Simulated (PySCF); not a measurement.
Molecule: C-Cyanomethanimine (N(/[H])=C/C#N, C2H2N2).

Atoms are numbered as in `[H]/[N:2]=[CH:3]\[C:4]#[N:5]` (H(Xn): hydrogen on atom n).

Spin–spin couplings on one PBE0-D3(BJ)/def2-SVP geometry, PySCF 2.14.0 with density-fitted response routines, gas phase, non-relativistic, equivalent pairs averaged; isotopes $^{13}$C, $^{1}$H, $^{15}$N; functional B3LYP.

Q: How do the couplings (Hz) change with the basis set? Times are CPU seconds on shared hosts with different chips, so compare them loosely. Far from the basis limit: 6-31G-J, pcJ-0, 6-31G*, def2-TZVP, cc-pVTZ.

A: 
```tsv
basis set	functions	$^{1}J$(C3,H(C3))	$^{1}J$(C3,C4)	$^{1}J$(H(N2),N2)	$^{1}J$(C4,N5)	$^{1}J$(N2,C3)	$^{2}J$(C4,H(C3))	$^{2}J$(N2,H(C3))	core-s
6-31G-J	56	218.9	70.9	-44.2	-7.1	3.7	18.6	-14.5	2.7
pcJ-0	58	185.7	51.0	-33.0	6.5	9.4	16.1	-11.1	2.6
6-31G*	60	202.1	84.5	-51.0	-18.8	-10.4	16.9	-9.2	2.9
pcJ-1	128	207.4	77.1	-48.4	-17.7	-3.1	20.1	-13.0	6.3
def2-TZVP	136	197.2	74.0	-44.6	-14.1	-0.7	20.2	-13.0	6.2
cc-pVTZ	148	185.7	70.9	-40.4	-44.8	-6.4	18.5	-12.2	7.5
aug-cc-pVTZ-J	224	210.8	73.5	-50.3	-15.8	-1.7	21.1	-13.4	16
pcJ-2	252	208.5	72.3	-49.5	-16.3	-1.5	20.8	-13.2	19
```

The Fermi-contact term samples the wavefunction at the nucleus, which is why sets with added tight s functions (names with J) are made for couplings.
